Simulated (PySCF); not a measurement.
# H2Mg (magnesium dihydride): the cost of one run

Programs: PySCF 2.14.0, with density-fitted response routines of our own. Each step states its level of theory. These are calculated values for one molecule, in the gas phase or a continuum, unless marked as measured. Atoms count from 0, in the outputs and in this text.

**1. The molecule as given**

3 atoms, charge 0, multiplicity 1; geometry from: GFN2-xTB. The atoms were then displaced at random by about 0.01 Å, so the start is not that level's minimum.

Bonds of the start (Å): Mg0–H1 1.65, Mg0–H2 1.59.

**2. Relaxing the molecule at PBE0-D3(BJ)/def2-TZVP**

The job: settings as JSON, then the geometry in Å.

```
{"job": {"xc": "PBE0", "basis": "def2-TZVP", "d3": "d3bj", "grid": 2, "shake": 0.01, "kind": "geom"}, "charge": 0, "multiplicity": 1}
Mg     0.024230    -0.027580     0.000810
H     -1.630050    -0.000080    -0.012740
H      1.611830    -0.007290    -0.007260
```

The run is started by

```console
OMP_NUM_THREADS=1 python probes_run.py task.json out
```

This one command runs all jobs of the session in turn.

Q: Estimate the wall time and peak memory of this first job on 1 thread of Arm Neoverse V1, shared host.

About 2.2 s, with a peak of 0.25 GiB.
